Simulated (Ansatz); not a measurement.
A run of Ansatz (development build ahead of 0.2.0) on quartet NaBN at this shape:

```xyz
3

Na    0.0000    0.0000    0.0000
B     0.0000    4.7899    3.6754
N     0.0000   -4.5408    3.4843
```

Its results:

```
Converged                       : yes
Total energy                    : -241.34169 hartree
Spin squared of the determinant : 4.735
Stability test                  : minimum
```

(1) Which input gives this output? Name the method, the orbitals and the basis set, and write the input.

Results:

(1) PBE0 (unrestricted) in pcseg-2.

```yaml
crystal:
  periodic: [false, false, false]
  atoms:
    - { symbol: Na, position_ang: [0.0, 0.0, 0.0] }
    - { symbol: B, position_ang: [0.0, 4.7899, 3.6754] }
    - { symbol: "N", position_ang: [0.0, -4.5408, 3.4843] }
basis:
  gaussian: { orbitals: pcseg-2 }
magnetization:
  spin_polarized: true
  initial_magnetization: 3
hamiltonian:
  xc: pbe0
```

Caution: charge can spread falsely over distant fragments; the unrestricted determinant is a mixture of spin states; other spin multiplicities may lie lower.
